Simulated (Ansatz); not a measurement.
# BaFeO₂F (P4/mmm)

Level of theory: Ansatz, DFT PBEsol, scalar-relativistic, plane waves, PAW.

Cutoff 420 eV; k points 10×10×8 on the computed 5-atom cell (Γ-centred); Gaussian smearing, width 0.10 eV; collinear spin from starting moments 0 3.13 0.19 0.19 0 μB.

The structure is relaxed at this level of theory with its symmetry kept. Whether it is the stable form of this composition wasn't checked.

```yaml
crystal:
  lattice:
    - [3.83412, 0.00000, 0.00000]
    - [0.00000, 3.83412, 0.00000]
    - [0.00000, 0.00000, 4.28808]
  atoms:
    - { symbol: Ba, position: [0.00000, 0.00000, 0.00000] }
    - { symbol: Fe, position: [0.50000, 0.50000, 0.50000] }
    - { symbol: O, position: [0.50000, 0.00000, 0.50000] }
    - { symbol: O, position: [0.00000, 0.50000, 0.50000] }
    - { symbol: F, position: [0.50000, 0.50000, 0.00000] }
```

Q: Formation energy from the elements' standard states (uncorrected)?

A: -2.321 eV/atom.

Q: Density of states at the Fermi level?

A: 1.89 states/eV per cell.

Q: Löwdin character within 0.5 eV of the Fermi level?

A: Fe 3d 78 %, O 2p 16 %.

Q: Bulk modulus?

A: 120 GPa.

Q: Its pressure derivative?

A: 5.5.

Q: Bader charges (e)?

A: Ba (1 in the cell) 1.57, Fe (1 in the cell) 1.56, O (2 in the cell) -1.16, F (1 in the cell) -0.81.

Q: Total moment?

A: 3.64 μB per cell.

Q: Site moments (μB; atoms counted from 1 over the whole cell)?

A: Fe (atom 2) 2.85, O (atom 3) 0.17, O (atom 4) 0.17, F (atom 5) 0.08.

Spin-orbit coupling is left out, which matters for the bands of heavy elements.

Only this magnetic start was tried.

Cost: 9 runs of about 22 core-minutes in all, on Arm Neoverse V2 (shared hosts).